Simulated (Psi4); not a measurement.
Process, species as SMILES: [S+]#[C-] (C-S) + 3 [H][H] (H2) → C (CH4) + S (H2S)
B3LYP-D3(BJ)/def2-TZVP geometries, fixed; electronic energies without zero-point terms.

Basis-set convergence of the energy of full hydrogenation at MP2 with Psi4. Cartesian d functions, on some or all atoms, in 6-31G**; all else is spherical. Density fitting with the program's default auxiliary sets. Cores are frozen. Psi4's default fitting sets serve the pcseg sets less well. No added dispersion term, no relativity. Functions are those of the species that has most. Reference: Hartree-Fock in aug-cc-pV(Q+d)Z plus the correlation part extrapolated as X^-3 from aug-cc-pV(T+d)Z and aug-cc-pV(Q+d)Z, -104.38 kcal/mol, itself unsure by roughly 0.13 kcal/mol (a third of the extrapolation step and of the last Hartree-Fock step).

| basis | functions | energy of full hydrogenation (kcal/mol) |
|---|---|---|
| STO-3G | 14 | (withheld) |
| def2-SVP | 34 | -105.02 |
| 6-31G** | 35 | -99.97 |
| 6-311+G** | 52 | -98.22 |
| 6-311++G(2d,2p) | 67 | (withheld) |
| def2-TZVP | 68 | -99.33 |
| cc-pV(T+d)Z | 86 | -104.02 |
| def2-QZVPP | 177 | (withheld) |
| pcseg-3 | 192 | (withheld) |

Fill in the missing entries.


- STO-3G, energy of full hydrogenation (kcal/mol): -87.71
- 6-311++G(2d,2p), energy of full hydrogenation (kcal/mol): -101.97
- def2-QZVPP, energy of full hydrogenation (kcal/mol): -104.44
- pcseg-3, energy of full hydrogenation (kcal/mol): -105.18
